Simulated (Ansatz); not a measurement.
Ideal-gas functions of `O[SiH2]` radical at 298.15 K and 1 bar, from an Ansatz frequency run at PBE0-D4/def2-TZVP.

Molar mass 47.11 g/mol, point group C1 (symmetry number 1), electronic degeneracy 2, moments of inertia 4.559, 33.487, 36.172 u Å². Harmonic wavenumbers (cm⁻¹, unscaled): 263, 674, 772, 846, 897, 924, 2146, 2215, 3919.

Use S(trans) = R[1.5 ln M + 2.5 ln T − 1.1517]; rotational temperatures θ = 24.2544 K / I; S(rot) = R[ln(√π/σ · √(T³/θAθBθC)) + 1.5]; for each mode x = 1.438777 ν̃/T, S = R[x/(eˣ − 1) − ln(1 − e⁻ˣ)] and H = RT x/(eˣ − 1); 1 cm⁻¹ = 0.0119627 kJ/mol; R = 8.31446 J/(mol·K).

Task: By hand: the entropy, in J/(mol·K).

Result: Translation 156.9. Rotation: θ = 5.3201, 0.7243, 0.6705 K, giving 84.3. Vibration, mode by mode: 6.87, 1.42, 0.97, 0.72, 0.59, 0.53, 0.00, 0.00, 0.00, in all 11.1. Electronic 5.8. Sum 258.1 J/(mol·K).

Task: By hand: H − E and G − E in kJ/mol, counted from the electronic energy.

Result: Zero-point energy ½ × 12656 × 0.0119627 = 75.7; thermal vibration 2.2; translation, rotation and pV give 4 RT = 9.9. H − E = 87.8 kJ/mol, and G − E = 87.8 − 298.15 × 258.1/1000 = 10.8 kJ/mol.

Vibration gives 4 % of the entropy. The sum counts one conformer and one mirror image; others add a mixing term.
